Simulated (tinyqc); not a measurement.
Inside a calculation. Method: UKS/LDA (VWN5) in the sto-3g basis, for H2O+, spin multiplicity 2. One step of it, computed by the program tinyqc.

Problem. Iteration 8 (converged): orbitals. Diagonalise F' = X^T F X, C = X C', fill 5 alpha and 4 beta electrons from the bottom; D(s) = C_occ C_occ^T. Each column has its largest component positive (the first on a tie).

converged F(alpha) (hartree):
```
,1O 1s,1O 2s,1O 2px,1O 2py,1O 2pz,2H 1s,3H 1s
1O 1s,-19.023605,-4.927411,0.000000,0.000000,-0.015379,-0.633995,-0.633995
1O 2s,-4.927411,-2.498672,0.000000,0.000000,-0.123905,-0.660460,-0.660460
1O 2px,0.000000,0.000000,-0.712899,0.000000,0.000000,0.000000,0.000000
1O 2py,0.000000,0.000000,0.000000,-0.709471,0.000000,-0.272938,0.272938
1O 2pz,-0.015379,-0.123905,0.000000,0.000000,-0.700769,-0.289685,-0.289685
2H 1s,-0.633995,-0.660460,0.000000,-0.272938,-0.289685,-0.670443,-0.244507
3H 1s,-0.633995,-0.660460,0.000000,0.272938,-0.289685,-0.244507,-0.670443
```

converged F(beta) (hartree):
```
,1O 1s,1O 2s,1O 2px,1O 2py,1O 2pz,2H 1s,3H 1s
1O 1s,-19.003804,-4.912873,0.000000,0.000000,-0.014777,-0.632228,-0.632228
1O 2s,-4.912873,-2.428991,0.000000,0.000000,-0.121506,-0.648952,-0.648952
1O 2px,0.000000,0.000000,-0.590450,0.000000,0.000000,0.000000,0.000000
1O 2py,0.000000,0.000000,0.000000,-0.665625,0.000000,-0.270001,0.270001
1O 2pz,-0.014777,-0.121506,0.000000,0.000000,-0.657500,-0.286732,-0.286732
2H 1s,-0.632228,-0.648952,0.000000,-0.270001,-0.286732,-0.676402,-0.242862
3H 1s,-0.632228,-0.648952,0.000000,0.270001,-0.286732,-0.242862,-0.676402
```

X:
```
,1O 1s,1O 2s,1O 2px,1O 2py,1O 2pz,2H 1s,3H 1s
1O 1s,1.023223,-0.132941,0.000000,0.000000,-0.006275,0.016397,0.016397
1O 2s,-0.132941,1.114230,0.000000,0.000000,0.056743,-0.178659,-0.178659
1O 2px,0.000000,0.000000,1.000000,0.000000,0.000000,0.000000,0.000000
1O 2py,0.000000,0.000000,0.000000,1.046019,0.000000,-0.136519,0.136519
1O 2pz,-0.006275,0.056743,0.000000,0.000000,1.034881,-0.110263,-0.110263
2H 1s,0.016397,-0.178659,0.000000,-0.136519,-0.110263,1.093314,-0.064163
3H 1s,0.016397,-0.178659,0.000000,0.136519,-0.110263,-0.064163,1.093314
```

Give: F' = X^T F X; orbital energies; coefficients C; F' = X^T F X; orbital energies; coefficients C; D(alpha) after iteration 8; D(beta) after iteration 8.

Solution.

F' = X^T F X (alpha) (hartree):
```
,1,2,3,4,5,6,7
1,-18.6582,-2.5626,0.0000,0.0000,-0.0282,-0.0540,-0.0540
2,-2.5626,-1.5772,0.0000,0.0000,-0.0542,-0.2167,-0.2167
3,0.0000,0.0000,-0.7129,0.0000,0.0000,0.0000,0.0000
4,0.0000,0.0000,0.0000,-0.6362,0.0000,-0.1720,0.1720
5,-0.0282,-0.0542,0.0000,0.0000,-0.6454,-0.1494,-0.1494
6,-0.0540,-0.2167,0.0000,-0.1720,-0.1494,-0.4789,-0.0544
7,-0.0540,-0.2167,0.0000,0.1720,-0.1494,-0.0544,-0.4789
```

orbital energies (alpha) (hartree): MO1 -19.0353, MO2 -1.3330, MO3 -0.7957, MO4 -0.7271, MO5 -0.7129, MO6 -0.3188, MO7 -0.2651

coefficients C (alpha):
```
,MO1,MO2,MO3,MO4,MO5,MO6,MO7
1O 1s,0.9931,-0.2495,0.0000,0.0951,0.0000,0.0872,0.0000
1O 2s,0.0289,0.9323,0.0000,-0.4367,0.0000,-0.5153,0.0000
1O 2px,0.0000,0.0000,0.0000,0.0000,1.0000,0.0000,0.0000
1O 2py,0.0000,0.0000,0.7690,0.0000,0.0000,0.0000,-0.7349
1O 2pz,0.0031,0.1806,0.0000,0.7937,0.0000,-0.6603,0.0000
2H 1s,-0.0052,0.0933,0.3345,0.2646,0.0000,0.7037,0.7594
3H 1s,-0.0052,0.0933,-0.3345,0.2646,0.0000,0.7037,-0.7594
```

F' = X^T F X (beta) (hartree):
```
,1,2,3,4,5,6,7
1,-18.6402,-2.5585,0.0000,0.0000,-0.0279,-0.0546,-0.0546
2,-2.5585,-1.5037,0.0000,0.0000,-0.0490,-0.2158,-0.2158
3,0.0000,0.0000,-0.5905,0.0000,0.0000,0.0000,0.0000
4,0.0000,0.0000,0.0000,-0.5902,0.0000,-0.1734,0.1734
5,-0.0279,-0.0490,0.0000,0.0000,-0.6003,-0.1506,-0.1506
6,-0.0546,-0.2158,0.0000,-0.1734,-0.1506,-0.4885,-0.0535
7,-0.0546,-0.2158,0.0000,0.1734,-0.1506,-0.0535,-0.4885
```

orbital energies (beta) (hartree): MO1 -19.0149, MO2 -1.2728, MO3 -0.7698, MO4 -0.6929, MO5 -0.5905, MO6 -0.3056, MO7 -0.2554

coefficients C (beta):
```
,MO1,MO2,MO3,MO4,MO5,MO6,MO7
1O 1s,0.9933,-0.2442,0.0000,0.1048,0.0000,-0.0888,0.0000
1O 2s,0.0281,0.9082,0.0000,-0.4818,0.0000,0.5181,0.0000
1O 2px,0.0000,0.0000,0.0000,0.0000,1.0000,0.0000,0.0000
1O 2py,0.0000,0.0000,0.7298,0.0000,0.0000,0.0000,0.7738
1O 2pz,0.0030,0.1823,0.0000,0.7591,0.0000,0.6993,0.0000
2H 1s,-0.0051,0.1175,0.3735,0.2929,0.0000,-0.6887,-0.7410
3H 1s,-0.0051,0.1175,-0.3735,0.2929,0.0000,-0.6887,0.7410
```

D(alpha) after iteration 8:
```
,1O 1s,1O 2s,1O 2px,1O 2py,1O 2pz,2H 1s,3H 1s
1O 1s,1.0576,-0.2454,0.0000,0.0000,0.0335,-0.0033,-0.0033
1O 2s,-0.2454,1.0607,0.0000,0.0000,-0.1781,-0.0287,-0.0287
1O 2px,0.0000,0.0000,1.0000,0.0000,0.0000,0.0000,0.0000
1O 2py,0.0000,0.0000,0.0000,0.5913,0.0000,0.2572,-0.2572
1O 2pz,0.0335,-0.1781,0.0000,0.0000,0.6626,0.2268,0.2268
2H 1s,-0.0033,-0.0287,0.0000,0.2572,0.2268,0.1906,-0.0332
3H 1s,-0.0033,-0.0287,0.0000,-0.2572,0.2268,-0.0332,0.1906
```

D(beta) after iteration 8:
```
,1O 1s,1O 2s,1O 2px,1O 2py,1O 2pz,2H 1s,3H 1s
1O 1s,1.0574,-0.2444,0.0000,0.0000,0.0380,-0.0031,-0.0031
1O 2s,-0.2444,1.0578,0.0000,0.0000,-0.2002,-0.0345,-0.0345
1O 2px,0.0000,0.0000,0.0000,0.0000,0.0000,0.0000,0.0000
1O 2py,0.0000,0.0000,0.0000,0.5326,0.0000,0.2726,-0.2726
1O 2pz,0.0380,-0.2002,0.0000,0.0000,0.6095,0.2438,0.2438
2H 1s,-0.0031,-0.0345,0.0000,0.2726,0.2438,0.2391,-0.0398
3H 1s,-0.0031,-0.0345,0.0000,-0.2726,0.2438,-0.0398,0.2391
```
